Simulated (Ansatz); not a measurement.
```yaml
crystal:
  periodic: [false, false, false]
  atoms:
    - {symbol: C, position_ang: [0.028004, 0.001015, -0.789167]}
    - {symbol: Cl, position_ang: [-0.015958, 1.393227, 0.135070]}
    - {symbol: Cl, position_ang: [0.006471, -1.393571, 0.132283]}
basis:
  gaussian: {orbitals: def2-TZVP}
hamiltonian: {xc: pbe0}
relax: {f_tol: 0.004, max_steps: 80}
```

```sh
$ ansatz run in.yaml --threads 1 --pin off --events-out ev --progress --plain --max-ram 2176MiB
```

Steps of the relaxation (energy above the last step; positions in Å, forces in eV/Å):

```
3
step 1, 38.7 meV
C     0.028    0.001   -0.789    0.044    0.002   -1.227
Cl   -0.016    1.393    0.135   -0.026    0.509    0.614
Cl    0.006   -1.394    0.132   -0.018   -0.511    0.613
```

```
3
step 2, 14.5 meV
C     0.029    0.001   -0.810    0.026    0.001   -0.719
Cl   -0.016    1.386    0.146   -0.016    0.425    0.360
Cl    0.006   -1.386    0.143   -0.009   -0.425    0.359
```

```
3
step 3, 0.6 meV
C     0.029    0.001   -0.829   -0.001    0.000    0.039
Cl   -0.017    1.400    0.155    0.002   -0.108   -0.020
Cl    0.006   -1.401    0.152    0.000    0.108   -0.019
```

```
3
step 4, 0.1 meV
C     0.030    0.001   -0.833   -0.001    0.000    0.030
Cl   -0.017    1.393    0.157    0.000    0.022   -0.015
Cl    0.006   -1.393    0.154    0.001   -0.022   -0.015
```

```
3
step 5, 0.0 meV
C     0.029    0.001   -0.831    0.000    0.000    0.000
Cl   -0.017    1.395    0.156    0.000    0.001    0.000
Cl    0.006   -1.395    0.153    0.000   -0.001    0.000
```

Close pairs at the end: C1–Cl2 1.708 Å, C1–Cl3 1.708 Å, Cl2–Cl3 2.790 Å.

A stationary point of restricted PBE0 after 5 steps (its stability towards spin polarisation wasn't tested); no frequencies were run, so it isn't proven a minimum. 6.5 s on 1 thread of Intel Xeon 6975P-C, shared host.
